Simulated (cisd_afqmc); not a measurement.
Input (AFQMC/CISD/aug-cc-pVTZ; cisd_afqmc is a phaseless AFQMC code with CISD trial states that reads the integrals written by Ansatz):

Ansatz 0.2 input:
```python
import cisd_afqmc

open("ham.yaml", "w").write("""\
crystal:
  periodic: [false, false, false]
  atoms:
    - {symbol: C, position_ang: [-1.21148732, 0.00796805, 0.00040700]}
    - {symbol: O, position_ang: [1.29396468, -0.10869395, 0.00013300]}
    - {symbol: H, position_ang: [0.00947568, -0.11801995, 0.00279900]}
    - {symbol: H, position_ang: [-1.52552932, -0.23324995, 1.01007000]}
    - {symbol: H, position_ang: [-1.43066532, 1.03323305, -0.27808200]}
    - {symbol: H, position_ang: [-1.55271032, -0.71011395, -0.73770200]}
    - {symbol: H, position_ang: [1.41663568, 0.84989405, -0.00059100]}
basis:
  gaussian:
    orbitals: aug-cc-pVTZ
magnetization: {spin_polarized: true, initial_magnetization: 1}
correlation: {method: ccsd, electrons: outside_noble_gas, hamiltonian_folder: ham}
""")
rep = cisd_afqmc.ansatz("ham.yaml")
e_ccsd = rep["correlation"]["coupled_cluster"]["energy"]["hartree"]
out = cisd_afqmc.run("ham", e_ccsd, trial="CISD", walkers=1000, populations=1, threads=12, dt=0.005, steps=40, early=24, settle=10, least=100,
    cut=5e-5, rank_cut=2e-4, target=0.0004, seconds=1000, seed=4, memory=62639, gpu=True)
```

Output:

```
orbitals 205, occupied [8, 7], factors 1052 of 1170, rank of the doubles 729 of 2962
E(HF) = -115.593011
E(CCSD) on the cut factors = -116.059788, shift to the whole factors -0.000011
Energy of the trial state on the determinant = -116.059782
  tau behind 7.2 of longer steps, mean of the populations' last blocks
   2.0  -116.07809
   4.0  -116.07645
   6.0  -116.07555
   8.0  -116.07851
  10.0  -116.07760
  12.0  -116.07738
  14.0  -116.07747
  16.0  -116.07535
  18.0  -116.07968
  20.0  -116.07813
  22.0  -116.07745
blocks 100 (0 outliers left out), error by blocks joined: 1: 0.00021, 2: 0.00027, 4: 0.00031, 8: 0.00039
E(AFQMC/CISD) = -116.07736 +/- 0.00039
```

The determinant is spin-contaminated: <S^2> is 0.79, 0.04 over the pure value.

The error still grows at the longest joins of blocks, or few joins were possible, so the printed bar may be too narrow.
